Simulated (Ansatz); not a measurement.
# C5H7F: the cost of one run

Computed with Ansatz 0.2.0, Gaussian basis. Level: functionals in def2-TZVPP, the program's frozen cores in correlated methods.

The runs, in order: PBE-D4, r2SCAN-D4, PBE0-D4, B3LYP-D4, ωB97X-V, ωB97M-V, B2PLYP; CCSD(T)/def2-TZVPP; MP2/def2-QZVPP; extrapolation to the limit.

**1. The geometry**

The geometry comes from an earlier relaxation with PBE0-D4 in a triple-zeta def2 set; it is a stationary point, not always the lowest conformer.

SMILES `C=CC(=C)CF`, 13 atoms, charge 0, spin multiplicity 1.

Atoms are counted from 1 here; the program's logs count them from 0.

Bond lengths: C1–C2 1.332 Å, C1–H7 1.083 Å, C1–H8 1.084 Å, C2–C3 1.457 Å, C2–H9 1.087 Å, C3–C4 1.333 Å, C3–C5 1.496 Å, C4–H10 1.084 Å, C4–H11 1.082 Å, C5–F6 1.376 Å, C5–H12 1.096 Å, C5–H13 1.096 Å. Angles: C2–C1–H7 120.9°, C2–C1–H8 122.7°, H7–C1–H8 116.4°, C1–C2–C3 126.1°, C1–C2–H9 119.0°, C3–C2–H9 115.0°, C2–C3–C4 121.2°, C2–C3–C5 117.3°, C4–C3–C5 121.5°, C3–C4–H10 120.5°, C3–C4–H11 121.5°, H10–C4–H11 118.0°, C3–C5–F6 111.9°, C3–C5–H12 110.4°, C3–C5–H13 110.4°, F6–C5–H12 107.8°, F6–C5–H13 107.8°, H12–C5–H13 108.2°.

Geometry (Å):

```
C     1.46438    0.33667   -1.33123
C     0.30809    0.76660   -0.82778
C    -0.45616    0.12514    0.23378
C    -1.60709    0.64206    0.66501
C     0.10329   -1.13344    0.81763
F    -0.70517   -1.64476    1.80700
H     1.96300    0.88082   -2.12372
H     1.95679   -0.56393   -0.98147
H    -0.13223    1.67793   -1.22441
H    -1.99746    1.55523    0.23081
H    -2.17859    0.16979    1.45277
H     1.09088   -0.94658    1.25426
H     0.21067   -1.90023    0.04214
```

**2. PBE-D4 (GGA)**

Input file in.yaml:

```yaml
crystal:
  periodic: [false, false, false]
  atoms:
    - {symbol: C, position_ang: [1.464384, 0.336672, -1.331229]}
    - {symbol: C, position_ang: [0.308086, 0.766595, -0.827777]}
    - {symbol: C, position_ang: [-0.456160, 0.125142, 0.233780]}
    - {symbol: C, position_ang: [-1.607094, 0.642058, 0.665009]}
    - {symbol: C, position_ang: [0.103287, -1.133442, 0.817627]}
    - {symbol: F, position_ang: [-0.705165, -1.644757, 1.806997]}
    - {symbol: H, position_ang: [1.963003, 0.880823, -2.123718]}
    - {symbol: H, position_ang: [1.956790, -0.563930, -0.981467]}
    - {symbol: H, position_ang: [-0.132226, 1.677933, -1.224410]}
    - {symbol: H, position_ang: [-1.997459, 1.555232, 0.230812]}
    - {symbol: H, position_ang: [-2.178593, 0.169790, 1.452768]}
    - {symbol: H, position_ang: [1.090879, -0.946583, 1.254264]}
    - {symbol: H, position_ang: [0.210668, -1.900232, 0.042143]}
basis:
  gaussian: {orbitals: def2-TZVPP}
hamiltonian: {xc: pbe, dispersion: d4}
output: {forces: true, orbitals: {seedname: orbitals}}
```

Started as:

```bash
> ansatz run in.yaml --threads 4 --pin off --events-out ev --progress --plain --max-ram 10444MiB
```

What time and memory should one allow on 4 threads of Arm Neoverse V1, shared host?

About 3.1 s, with a peak of 0.37 GiB.
